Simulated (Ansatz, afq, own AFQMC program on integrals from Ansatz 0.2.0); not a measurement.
Integrals from Ansatz 0.2.0, then the random walk in our own AFQMC program (afq).

```yaml
crystal:
  periodic: [false, false, false]
  atoms:
    - {symbol: As, position_ang: [0.000000, 0.000000, 0.000000]}
basis:
  gaussian: {orbitals: 6-31G}
total_charge: 1
magnetization: {spin_polarized: false, initial_magnetization: 4}
correlation: {method: ccsd_t, electrons: outside_noble_gas, hamiltonian_folder: ham}
```

```sh
$ ansatz run in.yaml --threads 1 --pin off --events-out ev --progress --plain --max-ram 1382MiB
```

Options of the walk:

```
--method free --trial cisd --walkers 20 --time-step 0.02 --max-blocks 30 --target-error 0.00048 --factor-cut 1e-05 --seed 8771 --times 0.0,0.2,0.4,0.8,1.2 --taylor-order 8
```

Times are imaginary, in 1/Eh. The walk had a cap of 179 s. Filled inner d shells are frozen with the cores.

Output of the walk:

```
orbitals 15  electrons 4 0  factors 89 of 195
reference energy -2233.35348422 Eh
CCSD correlation -0.00300653 Eh in 5 cycles, weight of the determinant in the CISD state 0.9983
repeat  energy at the last time / Eh  error
    10  -2233.356507  0.000007
    20  -2233.356508  0.000005
    30  -2233.356506  0.000003
time / (1/Eh)  energy / Eh  error  mean overlap
  0.00  -2233.356491  0.000000  1.0017
  0.20  -2233.356498  0.000001  1.0018
  0.40  -2233.356501  0.000002  1.0015
  0.80  -2233.356507  0.000003  0.9977
  1.20  -2233.356506  0.000003  0.9929
energy -2233.356506 +/- 0.000003 Eh
```

The run passed its tests (error under three times the target), which doesn't prove that it has relaxed.

Against this walk (error 0.1 meV) on the same determinant: CCSD(T) 0.1 meV higher (within the noise), CCSDT(Q) 0.0 meV higher (within the noise), full CI 0.0 meV lower (within the noise). The error is statistical, and a free projection of finite length keeps a remainder of its start.

Cautions: remainder of the start not in the error; no relativity below Rb; no spin-orbit coupling; inner d shell frozen; another spin lies lower (by 4.87 eV); so few walkers bias the energy.

The walk took 0.8 s on 1 thread of Arm Neoverse V2 (shared host). The log's last line is the free-projection energy.

CCSDT and higher add their correlation energy to the determinant of the CCSD(T) run, since their own runs factorise the integrals more tightly (a shift of under 2 meV). A walk keeps the symmetry of its determinant, which the program's search chose and which needn't be the lowest solution, so a lower state of the same spin and another symmetry isn't excluded.
